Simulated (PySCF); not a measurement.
From results back to the method.

Hexane, C6H14.
SMILES: `CCCCCC`

The closed-shell ground state was solved 3 times with PySCF (density fitting, gas phase), always in the pcSseg-2 basis (412 functions), with these functionals: B97-2, KT3 and wB97X-D. Geometry: PBE0-D3(BJ)/def2-TZVP, one conformer, isolated molecule.

```csv
row,total energy (Eh),HOMO (eV),LUMO (eV)
P,-237.0827,-8.47,0.75
Q,-237.0935,-10.59,2.41
R,-241.0516,-7.50,-0.15
```

Task: Which functional belongs to which row?

Result: P = B97-2, Q = wB97X-D, R = KT3. By rising HOMO–LUMO gap: KT3 (GGA) 7.35 eV; B97-2 (global hybrid, 21 % exact exchange) 9.22 eV; wB97X-D (range-separated hybrid) 13.00 eV. Total energies of different functionals aren't bounds to one another; each is stationary for its own functional.

Conformer computed: `[CH3:1][CH2:2][CH2:3][CH2:4][CH2:5][CH3:6]`: C1–C2–C3–C4 180°, C2–C3–C4–C5 180°, C3–C4–C5–C6 180°.

wB97X-D is run here without its empirical dispersion term; that term would change no orbital, density or response property at a fixed geometry.
